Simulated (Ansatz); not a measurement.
**HBO⁺, doublet in 6-31G: errors against full CI**

Geometry: that of the HBO, triplet, kept fixed.

```xyz
3

B     0.0000   -0.2038    0.7317
O     0.0000    0.0840   -0.5793
H     0.0000    0.8523    1.3474
```

Basis 6-31G; Ansatz 0.2.0. Only valence electrons are correlated (noble-gas cores frozen), which leaves 9 electrons in 18 orbitals. Prefix R: restricted or restricted open-shell reference; prefix U: unrestricted. Active spaces: valence = (9e, 9o) chosen from the atoms' valence shells.

Full CI is exact within this basis and frozen core; it isn't the basis-set limit. The frozen core follows each run's orbitals, which can shift R against U totals by a few meV.

For open shells CISD and CISDTQ are restricted-active-space CI with the open shells as a complete middle space.

```
UHF ⟨S²⟩                          : 0.783
T1 diagnostic (RCCSD)             : 0.0619
largest doubles amplitude (RCCSD) : 0.069
T1 diagnostic (UCCSD)             : 0.0510
```

```
   level  E − E(RHF) (eV)
     UHF          -0.0884
    RMP2          -3.8043
    UMP2          -3.8404
   RCCSD          -4.3809
   UCCSD          -4.3800
RCCSD(T)          -4.5422
UCCSD(T)          -4.5385
```

**Question.** Estimate how far full CI in 6-31G lies from RCCSD(T). The table doesn't fix it; the size of (T) and the diagnostics are the guide.

**Answer.** Full CI in 6-31G lies 3.8 kJ/mol below RCCSD(T), which is 24 % of the (T) step (-15.6 kJ/mol). T1 is raised, but (T) still catches most of what CCSD lacks.

The other levels:

| level | E − E(full CI) (kJ/mol) | share of correlation (%) | wall time |
| --- | --- | --- | --- |
| CISD | 44.7 | 89.90 | 0.43 s |
| BCCD(T) | 4.2 | 99.04 | 1.2 s |
| RCCSDT | 0.6 | 99.87 | – |
| UCCSDT | 0.6 | 99.86 | – |
| CISDTQ | 2.1 | 99.53 | 7.5 s |
| RCCSDT(Q) | 0.1 | 99.99 | 3.4 s |
| UCCSDT(Q) | -0.9 | 100.21 | 3.5 s |
| RCCSDTQ | -0.2 | 100.04 | 14 s (H100) |
| UCCSDTQ | -0.2 | 100.04 | 17 s (H100) |
| CASSCF (valence space) | 132.3 | 70.08 | – |
| NEVPT2 (valence space) | 33.0 | 92.54 | 3 s |
| MRCISD (valence space) | 6.6 | 98.52 | – |
| MRCISD+Q (valence space) | 4.2 | 99.05 | 4.3 s |

The correlation energy at full CI, counted from RHF, is -4.582 eV. That run took 4.8 s on 2 threads of AMD EPYC 7R13 with a shared H100 80 GB, shared host over 13,106,016 determinants.

Times hold each run's SCF and search for its determinant on a shared host, so for small cases they say little of a method's own cost; rows without a card ran on 1 thread of AMD EPYC 7R13.

More than 5 meV below full CI, which no variational method can be: UCCSDT(Q).

The full-CI state has the irrep A' of Cs, in the program's axes.

Natural occupations of full CI about the gap: 1.986 1.955 1.940 1.936 0.993 0.062 0.057 0.026 0.017 0.010; effectively unpaired electrons, Σ n²(2−n)², 1.07.
